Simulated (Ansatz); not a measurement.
System: chalcopyrite CdGeAs₂. Method: LDA+SOC in Ansatz (plane waves, PAW).

Settings: plane-wave cutoff 520 eV, 8×8×8 k mesh, Fermi–Dirac smearing 0.01 eV, PAW data made under PBE.

Cell (measured lattice):

```cif
data_As4Cd2Ge2
_chemical_formula_sum 'Cd2 Ge2 As4'
_space_group_name_H-M_alt 'P 1'
_space_group_IT_number 1
_cell_length_a 7.00928
_cell_length_b 7.00928
_cell_length_c 7.00928
_cell_angle_alpha 129.836
_cell_angle_beta 129.836
_cell_angle_gamma 73.669
loop_
_space_group_symop_operation_xyz
  'x, y, z'
loop_
_atom_site_label
_atom_site_type_symbol
_atom_site_fract_x
_atom_site_fract_y
_atom_site_fract_z
_atom_site_occupancy
Cd1 Cd 0.00000 0.00000 0.00000 1
Cd2 Cd 0.75000 0.25000 0.50000 1
Ge1 Ge 0.50000 0.50000 0.00000 1
Ge2 Ge 0.25000 0.75000 0.50000 1
As1 As 0.87500 0.84964 0.47464 1
As2 As 0.15036 0.62500 0.02536 1
As3 As 0.37500 0.40036 0.52536 1
As4 As 0.59964 0.12500 0.97464 1
```

Problem. Predict the band gap, smallest direct gap on the k points sampled and direct gap at Γ.

Solution. 
- band gap: 0.03 eV (under three smearing widths, so not firm)
- smallest direct gap on the k points sampled: 0.08 eV
- direct gap at Γ: 0.19 eV

Measured, for comparison: band gap 0.57 eV (temperature not stated, not corrected to a static lattice, direct; as tabulated in Rashkeev et al. (1999), arXiv:cond-mat/9809378). Computed (rounded) less measured: band gap -0.54 eV.

Note: cell and atoms aren't relaxed at this level (largest force component 0.06 eV/Å, pressure -1.5 GPa).

Computed values are for the static lattice.

Computing time: around 24 core-minutes (rough).

Ansatz is an electronic-structure program.
